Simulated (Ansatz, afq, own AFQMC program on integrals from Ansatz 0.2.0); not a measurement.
AFQMC on a folder of integrals that Ansatz 0.2.0 wrote.

```yaml
crystal:
  periodic: [false, false, false]
  atoms:
    - {symbol: N, position_ang: [0.000000, 0.079164, 0.632274]}
    - {symbol: C, position_ang: [0.000000, -0.149608, -0.623475]}
    - {symbol: H, position_ang: [0.000000, 0.682652, -1.356932]}
basis:
  gaussian: {orbitals: cc-pVDZ}
magnetization: {spin_polarized: true, initial_magnetization: 2}
correlation: {method: ccsd_t, electrons: outside_noble_gas, hamiltonian_folder: ham}
```

```sh
$ ansatz run in.yaml --threads 1 --pin off --events-out ev --progress --plain --max-ram 1382MiB
```

Options of the walk:

```
--method phaseless --trial cisd --walkers 60 --populations 1 --least-time 40 --time-step 0.005 --steps-per-block 50 --equilibration-blocks 28 --max-blocks 300 --target-error 0.00038 --factor-cut 1e-05 --start spin_pure --seed 1402 --release-times 0.24,0.51,0.99,1.62,2.4 --release-step 0.03 --release-every 4 --taylor-order 6
```

Times are imaginary, in 1/Eh. The walk had a cap of 723 s.

afq prints:

```
orbitals 31  electrons 6 4  factors 234 of 313
reference energy -92.75277492 Eh
CCSD correlation -0.25578090 Eh in 17 cycles, weight of the determinant in the CISD state 0.8493
energy of the start -93.004434 Eh
 block  time / (1/Eh)  mean weight  energy / Eh
     1     0.250  0.9998  -93.004428
     2     0.500  1.0005  -93.012386
     3     0.750  1.0024  -93.012233
     4     1.000  0.9993  -93.013108
     5     1.250  1.0006  -93.012707
     9     2.250  1.0022  -93.022248
    33     8.250  0.9983  -93.013436
    65    16.250  0.9989  -93.021320
    73    18.250  1.0009  -93.005549
    97    24.250  1.0002  -93.029300
   105    26.250  0.9992  -93.032856
   129    32.250  1.0017  -93.020926
   161    40.250  0.9991  -93.016212
   193    48.250  0.9996  -93.018418
   225    56.250  0.9960  -93.018614
   257    64.250  1.0013  -93.020054
   289    72.250  1.0026  -93.016248
   321    80.250  1.0008  -93.023191
blocks merged  error / Eh  count
     1  0.000337  300
     2  0.000418  150
     4  0.000502  75
     8  0.000542  37
    16  0.000579  18
    32  0.000610  9
released: time / (1/Eh)  energy / Eh  error  mean overlap
  0.24  -93.019994  0.000653  1.0021
  0.51  -93.020053  0.000574  1.0059
  0.99  -93.020846  0.000692  1.0041
  1.62  -93.022944  0.000800  0.9771
  2.40  -93.021403  0.000825  0.9681
energy -93.018680 +/- 0.000579 Eh
(rows thinned)
```

The run passed its tests (sampling time, drift between the halves within three errors, error under three times the target), which doesn't prove that it has relaxed.

Against this walk (error 15.7 meV) on the same determinant: CCSD(T) 8.8 meV higher (within the noise), CCSDT(Q) 97.9 meV lower. The error is statistical and leaves out the bias of the constraint. None of these is a sure reference here. Released to 2.40 1/Eh the energy lies 74 ± 27 meV (both errors) below the phaseless value, which shows part or all of the bias of the constraint, and CCSDT(Q) lies 23.8 meV below the released value.

Cautions: constraint bias not in the error; error above the target (15.7 against 10.3 meV); lower spins were not checked; higher spins were not checked; raised T1 diagnostic (T1 0.044, weight of the determinant 0.85, largest double 0.15); unrestricted determinant slightly spin contaminated (⟨S²⟩ 2.07 against 2.00); the bias of populations of 60 walkers isn't removed.

The walk took 4.6 min on 1 thread of Arm Neoverse V1, on a shared host. The log's last line is the phaseless energy.

CCSDT and higher add their correlation energy to the determinant of the CCSD(T) run, since their own runs factorise the integrals more tightly (a shift of under 2 meV). A walk keeps the symmetry of its determinant, which the program's search chose and which needn't be the lowest solution, so a lower state of the same spin and another symmetry isn't excluded.
